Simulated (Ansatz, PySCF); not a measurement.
Complex: CH3Cl (SMILES CCl) (first 5 atoms) with HCl (SMILES Cl); geometry from NCB31 set.
(charge 0, multiplicity 1):
```tsv
atom	x (Å)	y (Å)	z (Å)
C	-1.4951	1.1258	0.0000
Cl	-1.4025	-0.6625	0.0001
H	-0.4811	1.5184	-0.0012
H	-2.0272	1.4352	0.8953
H	-2.0292	1.4349	-0.8942
Cl	2.1396	0.0373	-0.0001
H	0.9770	-0.5141	0.0001
```

Basis-set superposition error: the interaction energy with monomers in their own basis, and in the dimer's basis (counterpoise).

The values were computed with Ansatz (a program for electronic structure); PySCF for 6-31G* rows. Each number belongs to the level named beside it.

| level | uncorrected (kcal/mol) | counterpoise (kcal/mol) | difference |
|---|---|---|---|
| HF/aug-cc-pV(D+d)Z | -0.81 | -0.54 | 0.27 |
| HF/aug-cc-pV(T+d)Z | -0.58 | -0.52 | 0.06 |
| SVWN5/def2-TZVPPD | -6.47 | -6.33 | 0.14 |
| B97M-V/def2-TZVPPD | -3.80 | -3.71 | 0.09 |
| B3LYP/6-31G* | -2.65 | -2.15 | 0.50 |
| B3LYP/def2-TZVPPD | -2.14 | -2.05 | 0.09 |
| wB97X-V/def2-TZVPPD | -3.46 | -3.37 | 0.09 |
| MP2/6-31G* | -2.74 | -1.41 | 1.33 |
| CCSD/aug-cc-pV(D+d)Z | -3.33 | -2.17 | 1.16 |
| CCSD(T)/aug-cc-pV(T+d)Z | -3.80 | -3.21 | 0.60 |

The error is largest for MP2/6-31G* (1.33 kcal/mol) and smallest for HF/aug-cc-pV(T+d)Z (0.06 kcal/mol).
